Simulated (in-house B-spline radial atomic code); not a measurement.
## How G0W0 and RPA depend on the start: neutral argon

Configuration [Ne] 3s2 3p6. Computed with a B-spline radial code for spherical atoms: all electrons, non-relativistic, point nucleus, each spin shell either full or empty, empty states to l = 9 with an (l + 1/2)⁻⁴ tail; G0W0 by contour deformation at full frequency.

```json
{"start": "Hartree-Fock", "mean-field 3p (eV)": "-16.082", "G0W0 (eV)": "-16.305", "QP weight": "0.941", "RPA correlation (Eh)": "-0.96183"}
{"start": "LDA VWN5", "mean-field 3p (eV)": "-10.404", "G0W0 (eV)": "-15.493", "QP weight": "0.840", "RPA correlation (Eh)": "-1.112"}
{"start": "PBE", "mean-field 3p (eV)": "-10.286", "G0W0 (eV)": "-15.412", "QP weight": "0.836", "RPA correlation (Eh)": "-1.1094"}
{"start": "PBE0", "mean-field 3p (eV)": "-11.979", "G0W0 (eV)": "?", "QP weight": "?", "RPA correlation (Eh)": "?"}
{"start": "r2SCAN", "mean-field 3p (eV)": "-10.727", "G0W0 (eV)": "-15.593", "QP weight": "0.868", "RPA correlation (Eh)": "-1.0834"}
{"start": "HSE06", "mean-field 3p (eV)": "-11.563", "G0W0 (eV)": "-15.677", "QP weight": "0.878", "RPA correlation (Eh)": "-1.0723"}
{"start": "B3LYP (VWN-RPA)", "mean-field 3p (eV)": "-11.671", "G0W0 (eV)": "-15.706", "QP weight": "0.878", "RPA correlation (Eh)": "-1.075"}
{"start": "SCAN", "mean-field 3p (eV)": "-10.733", "G0W0 (eV)": "-15.561", "QP weight": "0.868", "RPA correlation (Eh)": "-1.0821"}
{"start": "TPSS", "mean-field 3p (eV)": "-10.420", "G0W0 (eV)": "-15.431", "QP weight": "0.846", "RPA correlation (Eh)": "-1.0985"}
{"start": "BHandHLYP", "mean-field 3p (eV)": "-13.546", "G0W0 (eV)": "-15.979", "QP weight": "0.913", "RPA correlation (Eh)": "-1.0278"}
{"start": "CAM-B3LYP", "mean-field 3p (eV)": "-13.483", "G0W0 (eV)": "-16.003", "QP weight": "0.910", "RPA correlation (Eh)": "-1.0461"}
{"start": "LC-wPBE", "mean-field 3p (eV)": "-14.973", "G0W0 (eV)": "-16.089", "QP weight": "0.928", "RPA correlation (Eh)": "-1.0324"}
{"start": "wB97X", "mean-field 3p (eV)": "-14.554", "G0W0 (eV)": "-16.080", "QP weight": "0.926", "RPA correlation (Eh)": "-1.0305"}
{"start": "PBEsol", "mean-field 3p (eV)": "-10.249", "G0W0 (eV)": "-15.450", "QP weight": "0.837", "RPA correlation (Eh)": "-1.1099"}
{"start": "BLYP", "mean-field 3p (eV)": "-10.157", "G0W0 (eV)": "-15.383", "QP weight": "0.828", "RPA correlation (Eh)": "-1.1108"}
{"start": "r2SCAN0", "mean-field 3p (eV)": "-12.273", "G0W0 (eV)": "?", "QP weight": "?", "RPA correlation (Eh)": "?"}
{"start": "LDA exchange-only", "mean-field 3p (eV)": "-9.083", "G0W0 (eV)": "-15.401", "QP weight": "0.785", "RPA correlation (Eh)": "-1.1113"}
```

Question: What G0W0 level, weight and RPA correlation energy follow from the r2SCAN0 start?

Answer: G0W0 level -15.834 eV, weight 0.899, RPA correlation -1.0498 hartree.

Question: What G0W0 level, weight and RPA correlation energy follow from the PBE0 start?

Answer: G0W0 level -15.755 eV, weight 0.888, RPA correlation -1.0653 hartree.

Question: How much of the dependence on the start does G0W0 remove?

Answer: The mean-field levels span 7 eV and the G0W0 levels 0.922 eV. Against 15.760 eV (NIST, measured) the G0W0 removal energies are off by -0.38 to +0.55 eV, with relativity, Breit and QED terms left out.
